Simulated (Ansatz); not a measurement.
Process, species as SMILES: CO (CH3-OH) → [CH2]O (CH2-OH) + H atom
B3LYP-D3(BJ)/def2-TZVP geometries, fixed; electronic energies without zero-point terms.
Largest species:
```xyz
6

C     -0.0525     0.6636    -0.0008
O     -0.0399    -0.7570     0.0018
H     -1.0978     0.9691     0.0075
H      0.8740    -1.0577    -0.0054
H      0.4365     1.0833     0.8854
H      0.4213     1.0799    -0.8968
```
Charge 0, spin multiplicity 1.

Effect of the final integration grid (spheres per factor e of radius in core and valence, angular degree) at PBE0/def2-TZVPP with Ansatz (a program for electronic structure), against the last row, where the bond dissociation energy is 98.87 kcal/mol. Open shells are unrestricted. The default's grid is 13, 11, 36.

| setting | largest shift of a total energy (mEh) | shift of the bond dissociation energy (kcal/mol) |
|---|---|---|
| accuracy: medium (default) | 0.000 | 0.000 |
| final_grid: 4, 3, 11 | 1.550 | -0.827 |
| final_grid: 6, 5, 17 | -0.045 | -0.015 |
| final_grid: 8, 7, 23 | 0.009 | -0.006 |
| final_grid: 10, 9, 29 | -0.002 | 0.000 |
| final_grid: 18, 15, 47 | 0.000 | 0.000 |
| final_grid: 26, 22, 59 | 0.000 | 0.000 |

Within 0.1 kcal/mol in the bond dissociation energy: accuracy: medium (default); final_grid: 6, 5, 17; final_grid: 8, 7, 23; final_grid: 10, 9, 29; final_grid: 18, 15, 47. The largest shift is 1.550 mEh in a total energy and 0.827 kcal/mol in the difference.
